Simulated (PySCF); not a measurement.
Deuteron quadrupole couplings in `C[C@@H]([O-])CC#N`

Compound: C4H6NO (charge -1).
Geometry (GFN2-xTB, dihedral held, Å), atoms numbered from 1 in this order:
```xyz
12
C4H6NO angstrom
C     -1.1727   -0.5947    0.6145
C     -0.2882   -0.5133   -0.6682
O     -0.9040   -0.4749   -1.7937
C      0.6890    0.8318   -0.4815
C      1.0334    1.1743    0.8395
N      1.3026    1.4193    1.9373
H     -0.5620   -0.6918    1.5110
H     -1.7947    0.2960    0.6989
H     -1.8274   -1.4618    0.5277
H      0.4656   -1.3678   -0.5626
H      0.1089    1.6414   -0.9308
H      1.5785    0.6523   -1.0861
```

Level: B3LYP/pcJ-1 (PySCF, non-relativistic); Q(2H) = 0.00286 b; rigid geometry, the same for H and D, with no vibrational averaging.

Question: Rank these positions by the coupling χzz of a deuteron there, largest first.
A. H11 (methylene hydrogen)
B. H7 (methyl hydrogen)
C. H10 (methine hydrogen)
D. H9 (methyl hydrogen)

Answer: D (208 kHz), B (203 kHz), A (199 kHz), C (149 kHz).

Question: Give the electric field gradient Vzz (the principal value of largest size), its asymmetry and the 2H coupling at each hydrogen.

Answer: 
| atom | bonded to | bond length (Å) | Vzz (au) | η | χzz (kHz) |
| --- | --- | --- | --- | --- | --- |
| H7 | C1 | 1.089 | 0.3026 | 0.02 | 203 |
| H8 | C1 | 1.090 | 0.3083 | 0.02 | 207 |
| H9 | C1 | 1.090 | 0.3088 | 0.02 | 208 |
| H10 | C2 | 1.144 | 0.2212 | 0.01 | 149 |
| H11 | C4 | 1.093 | 0.2965 | 0.06 | 199 |
| H12 | C4 | 1.090 | 0.3045 | 0.05 | 205 |

Question: A static deuteron (I = 1) shows a doublet split by (3/2)χ, (3/4)χ(1 + η) and (3/4)χ(1 − η) with the field along z, y and x of the gradient. What are these for H10?

Answer: With |χ| = 148.6 kHz and η = 0.014: 223, 113 and 110 kHz, to first order and without motion.

The geometry is a constrained GFN2-xTB structure with the dihedral C1–C2–C4–C5 held at 30°, isolated molecule; it need not be a minimum. The pcJ-1 basis has no diffuse functions, a weakness for an anion. GFN2-xTB bond lengths can be off by several hundredths of an ångström, more for odd bonds, and the gradients follow them. The small basis limits the accuracy of the gradients.
